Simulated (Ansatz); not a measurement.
Geometry optimisation, RKS B3LYP-D4/def2-SVP (Ansatz).

The input (input.yaml):

```yaml
crystal:
  periodic: [false, false, false]
  atoms:
    - { symbol: B, position_ang: [0.0, 0.0, 0.0] }
    - { symbol: O, position_ang: [0.9238, 0.0, 1.3186] }
    - { symbol: H, position_ang: [0.0143, -0.2814, 1.6557] }
    - { symbol: H, position_ang: [1.3899, 0.0, 0.0173] }
    - { symbol: "N", position_ang: [-1.3423, 0.0, -0.775] }
    - { symbol: H, position_ang: [-2.0112, -0.8164, -0.6764] }
    - { symbol: H, position_ang: [-1.5914, 0.8164, -1.4036] }
basis:
  gaussian: { orbitals: def2-SVP }
hamiltonian:
  xc: b3lyp
  dispersion: d4
relax:
  f_tol: 0.15
  max_steps: 25
  restrain:
    - { distance: [1, 3], at: 1.01, k: 30.0 }
    - { distance: [0, 1], at: 2.61, k: 30.0 }
    - { distance: [0, 3], at: 2.39, k: 30.0 }
```

Run as:

```bash
$ ansatz run input.yaml --threads 1 --pin off --max-ram 2048MiB --backend cpu --events-out ev --progress --plain --runs-dir out
```

**Question.** Where does it end, and by what steps?

**Answer.** The forces met the threshold. The restraints hold the end off the free minimum. After 18 steps the energy has fallen by 2.426 eV (the restraints' own energy left out); B1 moved furthest, 1.30 Å. Parted: B1–O2 (1.61 → 2.61 Å). Joined: O2–H4 (1.38 → 0.99 Å).

```json
{"step": "0", "energy less start (eV)": "0.0000", "largest force component (eV/Å)": "7.294", "accepted": "yes"}
{"step": "1", "energy less start (eV)": "1.2007", "largest force component (eV/Å)": "6.791", "accepted": "yes"}
{"step": "2", "energy less start (eV)": "2.1668", "largest force component (eV/Å)": "9.986", "accepted": "yes"}
{"step": "3", "energy less start (eV)": "1.3198", "largest force component (eV/Å)": "12.497", "accepted": "yes"}
{"step": "4", "energy less start (eV)": "-0.6697", "largest force component (eV/Å)": "3.846", "accepted": "yes"}
{"step": "5", "energy less start (eV)": "-1.5717", "largest force component (eV/Å)": "3.063", "accepted": "yes"}
{"step": "6", "energy less start (eV)": "-1.4619", "largest force component (eV/Å)": "3.572", "accepted": "no"}
{"step": "7", "energy less start (eV)": "-1.7444", "largest force component (eV/Å)": "1.242", "accepted": "yes"}
{"step": "8", "energy less start (eV)": "-1.8763", "largest force component (eV/Å)": "0.996", "accepted": "yes"}
{"step": "9", "energy less start (eV)": "-1.9886", "largest force component (eV/Å)": "0.765", "accepted": "yes"}
{"step": "10", "energy less start (eV)": "-2.0888", "largest force component (eV/Å)": "0.586", "accepted": "yes"}
{"step": "11", "energy less start (eV)": "-2.1659", "largest force component (eV/Å)": "0.573", "accepted": "yes"}
{"step": "12", "energy less start (eV)": "-2.2151", "largest force component (eV/Å)": "1.082", "accepted": "yes"}
{"step": "13", "energy less start (eV)": "-2.3025", "largest force component (eV/Å)": "0.536", "accepted": "yes"}
{"step": "14", "energy less start (eV)": "-2.3480", "largest force component (eV/Å)": "0.504", "accepted": "yes"}
{"step": "15", "energy less start (eV)": "-2.3927", "largest force component (eV/Å)": "0.515", "accepted": "yes"}
{"step": "16", "energy less start (eV)": "-2.4169", "largest force component (eV/Å)": "0.610", "accepted": "yes"}
{"step": "17", "energy less start (eV)": "-2.4228", "largest force component (eV/Å)": "0.547", "accepted": "yes"}
{"step": "18", "energy less start (eV)": "-2.4258", "largest force component (eV/Å)": "0.471", "accepted": "yes"}
```

```xyz
7
Properties=species:S:1:pos:R:3
B -0.365 -1.036 -0.695
O 0.741 0.515 1.089
H 0.597 -0.204 1.723
H 1.386 0.103 0.465
N -1.398 -0.132 -0.788
H -2.189 -0.255 -1.416
H -1.388 0.727 -0.241
```

Time of the run: 34 s on 1 thread of Arm Neoverse V1, with other jobs on the host, peak memory 0.13 GiB.
